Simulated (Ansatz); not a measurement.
Reaction (SMILES): N (NH3) → 3 H atom + N atom
B3LYP-D3(BJ)/def2-TZVP geometries, fixed; electronic energies without zero-point terms.
Largest species:
```xyz
4

N      0.0022    -0.0038     0.1116
H     -0.0020     0.9512    -0.2281
H      0.8095    -0.4644    -0.2929
H     -0.8232    -0.4600    -0.2599
```

Basis-set convergence of the atomisation energy at PBE0 with Ansatz (a first-principles code). Cartesian d functions, on some or all atoms, in 6-31G*; all else is spherical. The program fits the integrals of some runs and decomposes those of others, by size. Open shells are unrestricted. No added dispersion term, no relativity. Functions are those of the species that has most. Reference: the value in pcseg-4, 295.28 kcal/mol, itself unsure by roughly 0.05 kcal/mol (its mean distance from aug-pcseg-3, aug-cc-pVQZ, cc-pV5Z). Deviations are taken from unrounded values.

```tsv
basis	functions	atomisation energy (kcal/mol)	minus reference (kcal/mol)
6-31G*	21	284.97	-10.31
pcseg-1	29	287.44	-7.84
6-311G**	36	290.05	-5.24
aug-cc-pVDZ	50	290.67	-4.61
def2-TZVPD	64	293.69	-1.59
def2-TZVPP	73	294.18	-1.10
aug-pcseg-2	115	295.25	-0.03
def2-QZVPP	147	294.92	-0.36
def2-QZVPPD	162	295.13	-0.15
```

The smallest set listed that lies within 2 kcal/mol of the reference with all its larger relatives (same family, alike in diffuse functions; a set with none counts only in the reference's own line) is def2-TZVPD (64 functions, -1.59 kcal/mol off). (Relatives not listed, tested too: def2-TZVPPD -0.20, def2-QZVP -0.36, aug-pcseg-3 0.03 kcal/mol.)
